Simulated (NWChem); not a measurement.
# doublet C4H6S+: levels of theory compared

Aim: a comparison of 6 runs (UHF/STO-3G, UHF/3-21G, UM06-2X/6-31G*, UB3LYP/6-31G*, UPBE0/6-31G*) of doublet C4H6S+. 

The calculation is run with NWChem 7.3.0.

2 further runs of the same task are left out: 2 set aside as unsound or not needed.

## 1. The system as given

The species is C4H6S+ (11 atoms), meant as a doublet with charge +1. As SMILES of the parent species, `C1=CCSC1`. The shape is that of a PBE0-D4/def2-TZVP optimisation. This is one conformer, not always the lowest. That shape belongs to the parent species and isn't relaxed for this state.

Bond lengths: C1–C2 1.324 Å, C2–C3 1.492 Å, C3–S4 1.820 Å, C1–C5 1.492 Å, S4–C5 1.820 Å, C1–H6 1.085 Å, C2–H7 1.085 Å, C3–H8 1.094 Å, C3–H9 1.094 Å, C5–H10 1.094 Å, C5–H11 1.094 Å. Some angles: C1–C2–C3 117.0°, C2–C1–C5 117.0°, C2–C3–S4 105.6°, C3–S4–C5 94.7°, C1–C5–S4 105.6°, C1–C2–H7 123.1°, C3–C2–H7 119.9°, C2–C1–H6 123.1°, C5–C1–H6 119.9°, C2–C3–H8 111.7°.

## 2. The energy at UHF/STO-3G (run 1)

c4h6s.xyz

```xyz
11
2,5-dihydrothiophene
C      0.296770     1.008890    -0.199060
C      0.410020     0.329960     0.931960
C     -0.090630    -1.075180     0.931040
S     -0.722310    -1.370020    -0.750060
C     -0.319610     0.297940    -1.356520
H      0.627710     2.036170    -0.309910
H      0.842390     0.748930     1.834540
H      0.705260    -1.789120     1.163490
H     -0.890310    -1.220880     1.663500
H      0.368070     0.232880    -2.205080
H     -1.227380     0.800440    -1.703890
```

c4h6s.nw

```
start c4h6s
title "2,5-dihydrothiophene"
memory total 2200 mb
charge 1

geometry units angstrom noautosym nocenter noautoz
 load format xyz c4h6s.xyz
end

basis spherical bse
 * library STO-3G
end

scf
 doublet
 uhf
 thresh 1e-08
 maxiter 80
end

task scf energy
```

Command:

```console
nwchem c4h6s.nw > c4h6s.out
```

The program printed:

```text
[...]
  functions       =    35
[...]
  wavefunction    = UHF
[...]
         Total SCF energy =   -546.087118509696
      One electron energy =  -1171.775614295842
      Two electron energy =    408.555512091446
 Nuclear repulsion energy =    217.132983694700
                       Sz =      0.5000
                 Sz(Sz+1) =      0.7500
                      S^2 =      0.9925
[...]
```

Wall time 16 s (1 thread of AMD EPYC 9R45 (Zen 5), shared host); peak memory 0.099 GiB.

## 3. The energy at UHF/3-21G (run 2)

sp.xyz

```xyz
11
C4H6S energy
C      0.296770     1.008890    -0.199060
C      0.410020     0.329960     0.931960
C     -0.090630    -1.075180     0.931040
S     -0.722310    -1.370020    -0.750060
C     -0.319610     0.297940    -1.356520
H      0.627710     2.036170    -0.309910
H      0.842390     0.748930     1.834540
H      0.705260    -1.789120     1.163490
H     -0.890310    -1.220880     1.663500
H      0.368070     0.232880    -2.205080
H     -1.227380     0.800440    -1.703890
```

sp.nw

```
start sp
title "C4H6S energy"
memory 2200 mb
charge 1

geometry units angstrom noautosym nocenter noautoz
  load sp.xyz
end

basis "ao basis" spherical bse
  C library 3-21G
  S library 3-21G
  H library 3-21G
end

scf
  doublet
  uhf
  thresh 1e-08
  maxiter 80
  print low
end

task scf energy
```

Command:

```console
nwchem sp.nw > sp.out
```

The program printed:

```text
[...]
  functions       =    61
[...]
  wavefunction    = UHF
[...]
         Total SCF energy =   -549.357211160734
      One electron energy =  -1174.150109612328
      Two electron energy =    407.659914756894
 Nuclear repulsion energy =    217.132983694700
                       Sz =      0.5000
                 Sz(Sz+1) =      0.7500
                      S^2 =      0.7599
[...]
```

Wall time 9.3 s (1 thread of AMD EPYC 9R45 (Zen 5), shared host); peak memory 0.1 GiB.

## 4. The energy at UM06-2X/6-31G(d) (spherical functions) (run 3)

c4h6s.nw

```
start c4h6s
title "2,5-dihydrothiophene"
memory 2200 mb
charge 1
geometry units angstrom noautosym nocenter noautoz
C        0.296770       1.008890      -0.199060
C        0.410020       0.329960       0.931960
C       -0.090630      -1.075180       0.931040
S       -0.722310      -1.370020      -0.750060
C       -0.319610       0.297940      -1.356520
H        0.627710       2.036170      -0.309910
H        0.842390       0.748930       1.834540
H        0.705260      -1.789120       1.163490
H       -0.890310      -1.220880       1.663500
H        0.368070       0.232880      -2.205080
H       -1.227380       0.800440      -1.703890
end
basis spherical bse
* library 6-31G*
end
dft
xc m06-2x
mult 2
grid xfine
convergence energy 1e-08
iterations 100
mulliken
print low
end
task dft energy
```

Command:

```console
nwchem c4h6s.nw > c4h6s.out
```

The program printed:

```text
[...]
 d= 0,ls=0.0,diis     1   -553.6761773435 -7.71D+02  6.26D-03  1.53D-01     6.4
[...]
 d= 0,ls=0.0,diis    14   -553.7705069093 -7.50D-09  3.27D-07  3.04D-10    91.2
[...]
         Total DFT energy =     -553.770506909320
      One electron energy =    -1178.808654350086
           Coulomb energy =      457.160841942042
    Exchange-Corr. energy =      -49.255678195975
 Nuclear repulsion energy =      217.132983694700
[...]
      Total Density - Mulliken Population Analysis
     ---------------------------------------------
    Atom       Charge   Shell Charges
 -----------   ------   -------------------------------------------------------
    1 C    6     6.11   2.00  0.69  2.04  0.51  0.85  0.03
    2 C    6     6.11   2.00  0.69  2.04  0.51  0.85  0.03
    3 C    6     6.61   2.00  0.67  2.07  0.72  1.12  0.04
    4 S   16    15.35   2.00  2.00  5.97  1.43  2.85  0.42  0.61  0.07
    5 C    6     6.61   2.00  0.67  2.07  0.72  1.12  0.04
    6 H    1     0.74   0.51  0.22
    7 H    1     0.74   0.51  0.22
    8 H    1     0.68   0.50  0.19
    9 H    1     0.68   0.50  0.19
   10 H    1     0.68   0.50  0.19
[...]
      <S2> =      0.7537 (Exact =     0.7500)
[...]
```

Wall time 92 s (1 thread of AMD EPYC 9R45 (Zen 5), shared host); peak memory 0.15 GiB.

Runs 4 to 5 aren't shown in full; the table further down has their settings and results.

## 5. The energy at UB3LYP/6-31G(d) (Cartesian functions) (run 6)

c4h6s.nw

```
start c4h6s
memory stack 880 mb heap 220 mb global 1100 mb
charge 1

geometry units au noautosym nocenter noautoz
  C   0.56081402  1.90652579 -0.37616888
  C   0.77482551  0.62353403  1.76114916
  C  -0.17126588 -2.03179573  1.75941061
  S  -1.36496808 -2.58896259 -1.41740798
  C  -0.60397537  0.56302500 -2.56345128
  H   1.18619999  3.84780364 -0.58564502
  H   1.59188639  1.41527259  3.46677816
  H   1.33274825 -3.38094680  2.19867745
  H  -1.68244207 -2.30712883  3.14355941
  H   0.69555149  0.44007942 -4.16699728
  H  -2.31941205  1.51261238 -3.21988545
end

basis "ao basis" cartesian
  * library 6-31G*
end

dft
  xc b3lyp
  mult 2
  grid fine
  convergence energy 1e-08
  maxiter 100
  mulliken
end

task dft energy
```

Command:

```console
nwchem c4h6s.nw > c4h6s.out
```

The program printed:

```text
[...]
          Wavefunction type:  spin polarized.
          No. of atoms     :    11
          No. of electrons :    45
[...]
          Charge           :     1
          Spin multiplicity:     2
[...]
          AO basis - number of functions:    91
[...]
              XC Information
              --------------
                         B3LYP Method XC Potential
                     Hartree-Fock (Exact) Exchange  0.200
                        Slater Exchange Functional  0.800 local
                    Becke 1988 Exchange Functional  0.720 non-local
              Lee-Yang-Parr Correlation Functional  0.810
                  VWN I RPA Correlation Functional  0.190 local
[...]
 d= 0,ls=0.0,diis     1   -553.7937201830 -7.71D+02  8.03D-03  3.08D-01     2.6
[...]
 d= 0,ls=0.0,diis    13   -553.8995208372 -4.46D-09  5.25D-07  1.12D-09    30.3
[...]
         Total DFT energy =     -553.899520837198
      One electron energy =    -1178.966574684027
           Coulomb energy =      457.263251158563
    Exchange-Corr. energy =      -49.329165307106
 Nuclear repulsion energy =      217.132967995373
[...]
      Total Density - Mulliken Population Analysis
     ---------------------------------------------
    Atom       Charge   Shell Charges
 -----------   ------   -------------------------------------------------------
    1 C    6     6.06   1.99  0.72  2.06  0.52  0.77  0.01
    2 C    6     6.06   1.99  0.72  2.06  0.52  0.77  0.01
    3 C    6     6.55   1.99  0.69  2.10  0.70  1.04  0.03
    4 S   16    15.42   2.00  1.99  5.97  1.49  2.89  0.43  0.63  0.03
    5 C    6     6.55   1.99  0.69  2.10  0.70  1.04  0.03
    6 H    1     0.76   0.52  0.25
    7 H    1     0.76   0.52  0.25
    8 H    1     0.70   0.50  0.20
    9 H    1     0.70   0.50  0.20
   10 H    1     0.70   0.50  0.20
[...]
      <S2> =      0.7529 (Exact =     0.7500)
[...]
```

It took 31 s on 1 thread of AMD EPYC 9R45 (Zen 5), shared host; peak memory 0.12 GiB.

## 6. The series

```csv
run,level,iteration cap,module,energy (Eh),HOMO energy (eV),LUMO energy (eV),⟨S²⟩,wall time
1,UHF/STO-3G,80,scf,-546.087119,-14.54,-3.78,0.993,16 s
2,UHF/3-21G,80,scf,-549.357211,–,–,0.760,9.3 s
3,UM06-2X/6-31G* (spherical functions),100,dft,-553.770507,–,–,0.754,92 s
4,UB3LYP/6-31G* (spherical functions),100,dft,-553.893642,-12.59,-10.68,0.753,63 s
5,UPBE0/6-31G* (spherical functions),100,dft,-553.550620,-12.78,-10.49,0.754,64 s
6,UB3LYP/6-31G* (Cartesian functions),100,dft,-553.899521,-12.59,-10.68,0.753,31 s
```

## 7. Summary of results

| quantity | value |
| --- | --- |
| run 6: total energy | -553.89952 Eh |
| run 6: HOMO energy (highest over α and β) | -12.59 eV |
| run 6: LUMO energy (lowest over α and β) | -10.68 eV |
| run 6: ⟨S²⟩ | 0.753 |

What this shows: Totals of different functionals can't be ranked against each other. In run 1 the basis is minimal, so the values are rough. Spin contamination of the reference: run 1 ⟨S²⟩ = 0.99. All runs together took 4.6 min, the longest 92 s.
